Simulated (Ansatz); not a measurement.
`F[Si]Cl` and `F[Si]S` differ in one atom or group.

Ansatz, PBE0-D4/def2-TZVP geometries, multiplicity 1. Each molecule was computed in one conformer, which needn't be the lowest.

| property | `F[Si]Cl` |
| --- | --- |
| size of the dipole moment (B3LYP/def2-TZVPP) / D | 1.11 |
| LUMO energy (PBE/def2-TZVPP) / eV | -3.32 |
| HOMO energy (ωB97M-V/def2-TZVPP) / eV | -10.08 |
| HOMO–LUMO gap (ωB97M-V/def2-TZVPP) / eV | 9.62 |
| HOMO energy (PBE/def2-TZVPP) / eV | -6.83 |
| size of the dipole moment (PBE/def2-TZVPP) / D | 0.92 |

(1) What does the change do to each property? (An estimate is asked.)

Answers

(1) Ansatz gave: 
```
                                        property  `F[Si]S`  shift
size of the dipole moment (B3LYP/def2-TZVPP) / D      0.11  -1.00
               LUMO energy (PBE/def2-TZVPP) / eV     -2.96   0.36
           HOMO energy (ωB97M-V/def2-TZVPP) / eV     -9.42   0.66
         HOMO–LUMO gap (ωB97M-V/def2-TZVPP) / eV      9.25  -0.37
               HOMO energy (PBE/def2-TZVPP) / eV     -6.26   0.57
  size of the dipole moment (PBE/def2-TZVPP) / D      0.23  -0.69
```

With PBE0 the HOMO rises by 0.61 eV and the LUMO rises by 0.33 eV, so the gap narrows by about 0.28 eV. PBE moves the HOMO by 0.57 eV and ωB97M-V by 0.66 eV. The zero-point energy changes by 21.7 kJ/mol with +3 modes. Dipoles are sizes alone; their direction can turn.

B3LYP here is the variant with VWN-RPA as its local correlation; programs differ in this.
